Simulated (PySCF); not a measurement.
Gas-phase reaction: 2 SiH4 + 3 SiHCl2 = 5 SiH2Cl + HCl

Computed with PySCF (xtb for GFN2) and rigid-rotor harmonic-oscillator thermochemistry at 1 bar. † marks an energy on the PBE0/def2-TZVP geometry and frequencies; other levels use their own. MP2 and CCSD(T) freeze the core. 6-31G* has spherical d functions here. Open shells (unrestricted): SiHCl2 (multiplicity 2), SiH2Cl (multiplicity 2); the rest are closed-shell singlets. GFN2 has no spin-polarisation term. B3LYP is the form with VWN-RPA correlation. SiHCl2, SiH2Cl: computed as isolated molecules; such fragments, hydroxides, amides, oligomers or adducts are transient or little studied in the gas. MP2 isn't extrapolated to the basis-set limit. CCSD(T) isn't extrapolated to the basis-set limit.

| level | ΔH°(298 K), kJ |
|---|---|
| B3LYP/6-31G* | 413 |
| B3LYP/def2-TZVP† | 411 |
| BLYP/def2-TZVP† | (withheld) |
| CCSD(T)/def2-TZVPP† | 420 |
| GFN2-xTB | 433 |
| MP2/def2-SVP† | (withheld) |
| PBE/def2-TZVP† | 409 |
| PBE0/def2-QZVP† | 406 |
| r2SCAN/def2-TZVP† | (withheld) |
| LDA/def2-TZVP† | 457 |
| ωB97X-V/def2-TZVP† | (withheld) |

Question: Some entries are withheld; supply them.

Answer: 
- BLYP/def2-TZVP†, ΔH°(298 K), kJ: 402
- MP2/def2-SVP†, ΔH°(298 K), kJ: 413
- r2SCAN/def2-TZVP†, ΔH°(298 K), kJ: 413
- ωB97X-V/def2-TZVP†, ΔH°(298 K), kJ: 440
